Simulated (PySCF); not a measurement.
Metal–ligand bonds in Ti(OCH3)3–Y. All species are isolated molecules in the gas phase. One relaxed conformer stands for each flexible species; it need not be the lowest. Multiplicities are imposed; where one is given, others were not computed. Strings in code marks are SMILES.

The numbers are results of PBE-D3(BJ)/def2-TZVP // TPSS-D3(BJ)/def2-SVP (PySCF), not measurements. All candidates: neutral, multiplicity 2. 

```yaml
highest_occupied_spin_orbital: -5.57 eV
dipole_moment: 1.71 D
```

Task: Name which member has these values.
(A) `[SH]`
(B) `C[N]C`
(C) `[NH2]`
(D) `[CH3]`

Result: B, `C[N]C`. The others give `[SH]`: -6.12 eV, 0.87 D; `[CH3]`: -5.38 eV, 0.00 D; `[NH2]`: -7.17 eV, 1.91 D
